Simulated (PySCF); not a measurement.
Some computed properties have been withheld. Give your best values.

Compound: C₄H₆O.
SMILES: `C=C=COC`

Conformer (atom-mapped SMILES and torsion angles): `[CH2:1]=[C:2]=[CH:3][O:4][CH3:5]`: C2–C3–O4–C5 178°.

```json
{"property": "rotational constants A, B, C of the GFN2-xTB geometry", "level": "GFN2-xTB", "value": "?"}
{"property": "dipole moment", "level": "CAM-B3LYP/def2-SVPD", "value": "1.43 D"}
{"property": "HOMO energy", "level": "CAM-B3LYP/def2-SVPD", "value": "?"}
{"property": "LUMO energy", "level": "CAM-B3LYP/def2-SVPD", "value": "?"}
{"property": "lowest singlet excitation", "level": "TDDFT CAM-B3LYP/def2-SVPD", "value": "4.71 eV (263 nm, f = 0.001)"}
{"property": "lowest triplet excitation (Tamm–Dancoff)", "level": "TDA CAM-B3LYP/def2-SVPD", "value": "4.30 eV"}
{"property": "static isotropic polarisability", "level": "CAM-B3LYP/def2-SVPD", "value": "59.0 au"}
{"property": "electronic spatial extent ⟨r²⟩ about the centre of nuclear charge", "level": "CAM-B3LYP/def2-SVPD", "value": "561 bohr²"}
{"property": "core binding energies", "level": "ΔSCF SCAN, pcX-2 on the ionised atom, pcseg-1 elsewhere, spin-free X2C", "value": "?"}
```

Electronic properties: PySCF, gas phase, density fitting.

The core binding energies?

C1s 289.9, C1s 290.5, C1s 291.9, C1s 292.4, O1s 538.7 eV.

Give the HOMO energy.

-7.81 eV.

Give the LUMO energy.

0.95 eV.

The rotational constants A, B, C of the GFN2-xTB geometry?

36.479, 2.296, 2.223 GHz.

The vertical singlet–triplet gap S1 − T1 is 0.41 eV (TDDFT singlet less Tamm–Dancoff triplet). The 8 singlets span 4.71 to 7.83 eV, and their oscillator strengths add up to 1.18. The polarisability is 8.74 Å³ as a volume (1 au = 0.148185 Å³), or 1.55 au for each of the 38 electrons.

One conformer stands for the species.
